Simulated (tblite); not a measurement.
Species: C5H10N (doublet state).
Geometry (GFN2-xTB, Å), atoms numbered from 1 in this order:
```xyz
16
C5H10N angstrom
C     -2.296    0.222    0.395
C     -1.131   -0.766    0.429
C      0.156   -0.124    0.061
C      1.510   -0.737   -0.166
C      2.063    0.623    0.292
N      0.718    1.000    0.708
H     -3.231   -0.281    0.627
H     -2.139    1.012    1.126
H     -2.381    0.673   -0.591
H     -1.316   -1.583   -0.274
H     -1.080   -1.211    1.437
H      1.770   -1.572    0.491
H      1.743   -1.020   -1.194
H      2.766    0.603    1.128
H      2.480    1.230   -0.517
H      0.360    1.938    0.573
```

Method: GFN2-xTB as coded in tblite; computed harmonic values from a numerical Hessian at the method's own geometry, unscaled. Against measured fundamentals such values can be off by several per cent, at times by over 20. One conformer, not necessarily the lowest. Open shells enter through the occupations alone, without spin polarisation, and single modes of such species can be off by tens of per cent.

Harmonic wavenumbers (cm⁻¹): 39.9, 131.5, 194.8, 232.3, 308.4, 403.5, 603.5, 730.4, 795.5, 811.0, 924.8, 981.1, 1007.7, 1040.4, 1047.8, 1073.7, 1086.8, 1099.1, 1142.0, 1182.2, 1212.4, 1227.9, 1238.7, 1270.6, 1328.5, 1395.7, 1407.8, 1458.2, 1467.5, 1481.2, 1502.3, 1507.9, 2804.6, 2903.2, 2925.5, 2959.0, 2960.7, 2963.7, 3029.8, 3033.0, 3039.5, 3357.4.

A = 8706, B = 2320, C = 1956 MHz; mass 84.081 u (most abundant isotopes); point group C1, symmetry number 1; spin multiplicity 2.

Q: What is the zero-point energy?

A: ½Σν̃ = 30656 cm⁻¹ = 366.72 kJ/mol.

Q: Give the ideal-gas entropy at 350 K and 1 bar in the rigid-rotor, harmonic-oscillator model (classical rotation).

A: Translation 167.46, rotation 112.88, vibration 83.70, spin (R ln 2) 5.76: S = 369.8 J/(mol K).

Q: And Cp and H(350 K) − H(0)?

A: Cp = 128.40 J/(mol K), of which vibrations give 95.15 (their classical limit is 42 R = 349.2); H(350 K) − H(0) = 27.02 kJ/mol without the zero-point energy, 15.38 from vibrations.

Q: Which modes carry the vibrational entropy at 350 K?

A: 39.9 cm⁻¹: 23.35; 131.5 cm⁻¹: 13.53; 194.8 cm⁻¹: 10.38; 232.3 cm⁻¹: 9.01; 308.4 cm⁻¹: 6.88; 403.5 cm⁻¹: 5.00 J/(mol K); the other 36 give 15.55 together.

Q: What must be added to the electronic energy to get the Gibbs energy at 350 K and 1 bar?

A: ZPE + [H(350 K) − H(0)] − T·S = 366.72 + 27.02 − 129.43 = 264.31 kJ/mol.

Hindered rotation and anharmonicity are outside this model. Other conformers, if any are populated, would add a mixing term that is left out. The structure is chiral; the term R ln 2 for an equal mix with its mirror image is left out.
